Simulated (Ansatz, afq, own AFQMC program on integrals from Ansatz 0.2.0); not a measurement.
CH3Ge, doublet in cc-pVDZ, levels against AFQMC with the constraint released

```xyz
5

Ge    0.0000    0.0000    0.3544
C     0.0103    0.0000   -1.6349
H    -1.0513    0.0000   -1.9236
H     0.4627    0.8945   -2.0693
H     0.4627   -0.8945   -2.0693
```

Connectivity, by distances: Ge–CH3.

Basis cc-pVDZ. Noble-gas cores (and the filled d shells of Ga–Kr and In–Xe) are frozen. Ansatz 0.2.0 and our own AFQMC program on the same integrals; the CISD trial comes from CCSD amplitudes, and released means the phaseless constraint is let go. ± is one standard error of the sampling. No spin–orbit coupling.

Determinant: UHF, the one that the program's search chose, which needn't be the lowest solution. The geometry is a PBE0/def2-TZVP stationary point of this or a neighbouring charge and spin state.

No full CI on the walks' own integrals is used here. The released AFQMC energy serves as the reference, which it does only where one determinant dominates, the energy is flat over the last release times and near the phaseless one (40 meV or 2 meV an electron, half that with transition metals). On small molecules, where full CI could be run and the noise was under 10 meV, such values lay within 10 meV of it in 19 cases of 20, a flattering rate, since the rule was set on those same cases; what remains of the bias isn't in the error bar.

Cautions: no relativity below Rb; no spin-orbit coupling; inner d shell frozen; the released value is read at 2.40 1/Eh with a noise of 15 meV, more than in the cases checked (meV from the phaseless value at times in 1/Eh: -14 ± 17 at 0.24, -25 ± 11 at 0.51, -21 ± 12 at 0.99, -12 ± 17 at 1.62, -17 ± 15 at 2.40).

* T1 diagnostic: 0.0122
* weight of the determinant in the CISD state: 0.882
* ⟨S²⟩ of the determinant: 0.763
* size of the correlated space: 11 electrons in 41 orbitals

Reference: AFQMC with the constraint released, correlation energy -6.701 ± 0.015 eV.

```csv
level,E − E(reference) (kcal/mol),share of correlation (%)
HF,154.53 ± 0.35,0.00
MP2,25.44 ± 0.35,83.53
CCSD,4.83 ± 0.35,96.88
CCSD(T),0.84 ± 0.35,99.46
ph-AFQMC/HF,-0.18 ± 1.23,100.12
ph-AFQMC/CISD,0.38 ± 0.41,99.75
```

A walk keeps the symmetry of its determinant, which the program's search chose and which needn't be the lowest solution, so a lower state of the same spin and another symmetry isn't excluded. Released energies are given only where the last usable release times agree within the noise; a slower fall can still hide under it.
